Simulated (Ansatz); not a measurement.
**NH₂O+ (triplet): wave-function methods side by side, def2-TZVPP**

The task here is to estimate one member of a computed series from the others.

Program: Ansatz 0.2.0, Gaussian basis. Level of theory: def2-TZVPP, core rule «outside noble gas», up to 2 orbitals frozen. These are calculated values, not measurements.

To be run: UHF; ROHF; CCSD(T) on UHF.

2 further runs of the same task are left out: 2 set aside as unsound or not needed.

## The system

The geometry is a PBE0/def2-TZVP stationary point (not a proven minimum) of the parent state, kept for this charge and spin.

4 atoms, charge 1, spin multiplicity 3.

Atoms are counted from 1 here; the program's logs count them from 0.

Bond lengths: N1–O2 1.262 Å, N1–H3 1.014 Å, N1–H4 1.014 Å. Angles: O2–N1–H3 120.2°, O2–N1–H4 120.2°, H3–N1–H4 119.6°.

Set-up of the first run:

The input, in.yaml:

```yaml
crystal:
  periodic: [false, false, false]
  atoms:
    - {symbol: N, position_ang: [0.000000, 0.000000, 0.598418]}
    - {symbol: O, position_ang: [0.000000, 0.000000, -0.663532]}
    - {symbol: H, position_ang: [0.000000, 0.876220, 1.108323]}
    - {symbol: H, position_ang: [0.000000, -0.876220, 1.108323]}
basis:
  gaussian: {orbitals: def2-TZVPP}
total_charge: 1
magnetization: {spin_polarized: true, initial_magnetization: 2}
hamiltonian: {xc: hf}
output: {orbitals: {seedname: orbitals}}
```

The run is started by

```bash
> ansatz run in.yaml --threads 1 --pin off --events-out ev --progress --plain --max-ram 4096MiB --backend cpu
```

Steps of the session up to this table: UHF; ROHF; CCSD(T) on UHF.

One table of the session follows, with a row left open; its other results are not shown here.

| method | from UCCSD(T) (meV) |
| --- | --- |
| ROHF | +11370.5 |
| UHF | +11003.2 |
| UMP2 | ? |
| UCCSD | +369.9 |
| UCCSD(T) | 0 |

Q: Estimate the row for UMP2 from the others.

The run gave: from UCCSD(T) (meV): +1038.3. In the column «from UCCSD(T) (meV)» it lies between UCCSD (+369.9) and UHF (+11003.2).
